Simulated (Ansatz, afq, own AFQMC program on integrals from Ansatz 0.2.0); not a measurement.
Integrals from Ansatz 0.2.0, then the random walk in our own AFQMC program (afq).

```yaml
crystal:
  periodic: [false, false, false]
  atoms:
    - {symbol: Si, position_ang: [-0.631313, -0.358860, -0.389328]}
    - {symbol: P, position_ang: [1.093611, -0.011494, 1.041165]}
    - {symbol: H, position_ang: [-1.857441, -0.622673, 0.422124]}
    - {symbol: H, position_ang: [-0.318547, -1.571672, -1.203383]}
    - {symbol: H, position_ang: [-0.896781, 0.788368, -1.310497]}
    - {symbol: H, position_ang: [0.645132, 1.292477, 1.417467]}
    - {symbol: H, position_ang: [1.965329, 0.483853, 0.022443]}
basis:
  gaussian: {orbitals: def2-TZVP}
magnetization: {spin_polarized: false}
correlation: {method: ccsd_t, electrons: outside_noble_gas, hamiltonian_folder: ham}
```

```sh
$ ansatz run in.yaml --threads 1 --pin off --events-out ev --progress --plain --max-ram 24576MiB --backend cuda --devices 0, --max-vram 18GiB
```

afq runs on the folder ham with

```
--method phaseless --trial hf --walkers 2600 --populations 20 --least-time 40 --time-step 0.005 --steps-per-block 20 --equilibration-blocks 112 --max-blocks 4000 --target-error 0.0011 --factor-cut 1e-05 --seed 6256 --taylor-order 6
```

Times are imaginary, in 1/Eh. The walk had a cap of 98 s. With eight or more populations the least sampling time is a fifth of least-time, and the error comes from their spread.

afq prints:

```
orbitals 94  electrons 7 7  factors 672 of 685
reference energy -632.59686862 Eh
CCSD correlation -0.32373353 Eh in 10 cycles, weight of the determinant in the CISD state 0.8423
energy of the start -632.596869 Eh
 block  time / (1/Eh)  mean weight  energy / Eh
     1     0.100  1.0012  -632.661554
     2     0.200  1.0018  -632.709586
     3     0.300  1.0016  -632.747832
     4     0.400  1.0016  -632.777146
     5     0.500  1.0010  -632.801632
     9     0.900  1.0011  -632.861610
    29     2.900  0.9999  -632.936187
    57     5.700  1.0002  -632.934744
    85     8.500  1.0001  -632.935861
   113    11.300  1.0003  -632.932825
   141    14.100  1.0001  -632.934204
   169    16.900  1.0005  -632.935438
   190    19.000  1.0002  -632.942452
   197    19.700  1.0003  -632.935937
   218    21.800  0.9999  -632.928411
   225    22.500  1.0000  -632.931761
   253    25.300  1.0001  -632.932884
   281    28.100  1.0003  -632.938147
error from the spread of 20 populations
energy -632.934328 +/- 0.001081 Eh
(rows thinned)
```

The run passed its tests (sampling time, drift between the halves within three errors, error under three times the target), which doesn't prove that it has relaxed.

Against this walk (error 29.4 meV) on the same determinant: CCSD(T) 57.6 meV higher (within the noise), CCSDT(Q) 3.8 meV higher (within the noise), a separate phaseless walk with a CISD trial and standard settings 1.1 ± 30.0 meV lower (within the noise). The error is statistical and leaves out the bias of the constraint.

Cautions: constraint bias not in the error.

The walk took 25 s on 1 × NVIDIA H100 80GB HBM3 with 2 threads of AMD EPYC 7R13 Processor (Zen 3) (shared host) (the card was shared). The log's last line is the phaseless energy.

CCSDT and higher add their correlation energy to the determinant of the CCSD(T) run, since their own runs factorise the integrals more tightly (a shift of under 2 meV).
